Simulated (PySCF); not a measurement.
First SCF of a structure search on singlet B₂H₂, at a hand-made linear X-M-M-X geometry. PySCF input:

```python
from pyscf import gto, scf, dft
mol = gto.M(atom='''
B      0.000000     0.000000     0.850000
B      0.000000     0.000000    -0.850000
H      0.000000     0.000000     2.020000
H      0.000000     0.000000    -2.020000''',
    basis={'B': 'def2-TZVP', 'H': 'def2-TZVP'},
    charge=0, spin=0)
mf = dft.RKS(mol, xc='PBE0')
mf.grids.atom_grid = (50, 194)
aux = {'B': 'def2-universal-JKFIT', 'H': 'def2-universal-JKFIT'}
mf = mf.density_fit(auxbasis=aux)
mf.conv_tol = 1e-08
mf.diis_space = 10
mf.max_cycle = 60
mf.init_guess = 'minao'
mf.verbose = 4
mf.kernel()
```

Excerpt of the output (cycles and frontier levels):

```
init E= -50.5502929417379
cycle= 1 E= -50.6427607403829  delta_E= -0.0925  |g|= 0.0836  |ddm|= 1.43
  HOMO = -0.192251198979594  LUMO = -0.129317805496152  gap/eV = 1.71250
cycle= 2 E= -50.6454839930923  delta_E= -0.00272  |g|= 0.0228  |ddm|= 0.153
  HOMO = -0.203778778491291  LUMO = -0.140440047135263  gap/eV = 1.72353
cycle= 3 E= -50.6456526637017  delta_E= -0.000169  |g|= 0.0111  |ddm|= 0.0359
  HOMO = -0.200603793283713  LUMO = -0.137162816495467  gap/eV = 1.72632
cycle= 4 E= -50.6457022262918  delta_E= -4.96e-05  |g|= 0.000433  |ddm|= 0.0114
  HOMO = -0.20059320399811  LUMO = -0.13714192242856  gap/eV = 1.72660
cycle= 5 E= -50.6457022878358  delta_E= -6.15e-08  |g|= 2.58e-05  |ddm|= 0.00127
  HOMO = -0.200596468099633  LUMO = -0.137149212442438  gap/eV = 1.72649
cycle= 6 E= -50.6457022881221  delta_E= -2.86e-10  |g|= 4.95e-06  |ddm|= 3.42e-05
  HOMO = -0.200597431211234  LUMO = -0.1371501793587  gap/eV = 1.72649
Extra cycle  E= -50.64570228813  delta_E= -7.89e-12  |g|= 2.15e-06  |ddm|= 1.3e-05
converged SCF energy = -50.64570228813
```

No lower solution of this spin was found from smeared starts or by a stability analysis within the restricted form, which does not test spin polarisation.

At the minimum of this search the closed-shell solution is unstable towards spin polarisation, so a lower open-shell solution exists.

The search for the lowest solution, 3 starts and the stability check together, took 1.9 s on 2 threads of a shared Arm Neoverse V2 host, with 74 basis functions; the process peaked at 0.38 GiB.
